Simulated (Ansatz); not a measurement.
`FCCF` + H₂ → `CCF` + H–F at 500 K and 1 bar (hydrogenolysis of a C–F bond).

Gas-phase electronic energies from Ansatz, PBE0-D4/def2-TZVP geometries. CCSD(T)/CBS adds triple-zeta CCSD(T) − MP2 to the extrapolated MP2 energy (def2 sets, frozen cores). This one scheme is used for every species. One conformer a species, not always the lowest.

```json
{"species": "`FCCF`", "CCSD(T)/CBS energy (Eh)": "-278.07852", "H − E (kJ/mol)": "190.2", "S (J/(mol·K))": "318.0"}
{"species": "H₂", "CCSD(T)/CBS energy (Eh)": "-1.17544", "H − E (kJ/mol)": "41.0", "S (J/(mol·K))": "145.5"}
{"species": "`CCF`", "CCSD(T)/CBS energy (Eh)": "-178.90141", "H − E (kJ/mol)": "205.5", "S (J/(mol·K))": "299.6"}
{"species": "H–F", "CCSD(T)/CBS energy (Eh)": "-100.39570", "H − E (kJ/mol)": "39.4", "S (J/(mol·K))": "188.7"}
```

H − E and S are ideal-gas, rigid-rotor, harmonic terms from PBE0-D4/def2-TZVP, for one conformer and one mirror image of each species. The MP2-based limit puts H₂ 0.8 mEh under its directly extrapolated value; such offsets cancel only in part. 1 Eh = 2625.50 kJ/mol, R = 8.31446 J/(mol·K).

Question: By hand: ΔE, ΔH, ΔS and ΔG.

Answer: ΔE = (-178.90141) + (-100.39570) − (-278.07852) − (-1.17544) = -0.04315 Eh = -113.3 kJ/mol. Δ(H − E) = 205.5 + 39.4 − 190.2 − 41.0 = 13.7, so ΔH = -99.6 kJ/mol. ΔS = 299.6 + 188.7 − 318.0 − 145.5 = 24.8 J/(mol·K). ΔG = -99.6 − 500 × (24.8)/1000 = -112.0 kJ/mol.

Question: By hand: the equilibrium constant, and the temperature at which ΔG would vanish if ΔH and ΔS stayed fixed.

Answer: log₁₀ K = −ΔG/(RT ln 10) = 11.7. ΔH and −TΔS have one sign here, so there is no such temperature.

ΔH outweighs TΔS. A doubt of 5 kJ/mol in ΔE shifts log₁₀ K by 0.5 here. Other conformers and mirror images would add mixing entropy, several J/(mol·K) or more a flexible species. These are equilibria of isolated gas molecules and say nothing of rates. Largest T1 diagnostic: 0.011 (customary marks: 0.02 for closed shells, 0.045 for open ones).
